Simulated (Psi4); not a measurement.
This Psi4 input (wB97X-V/3-21G) gives -99.82509 Eh with 11 basis functions.

```
memory 6899 MB

molecule {
0 1
F    -0.00000000   -0.00000000   -0.09245367
H     0.00000000    0.00000000    0.83208299
}

set {
  basis 3-21g
  scf_type df
}

energy('wb97x-v')
print_variables()
```

Change:
```diff
- basis 3-21g
+ basis def2-sv(p)
```

What does the run give now?

-100.30304 Eh (wB97X-V/def2-SV(P), 16 functions), a change of -477.95 mEh.
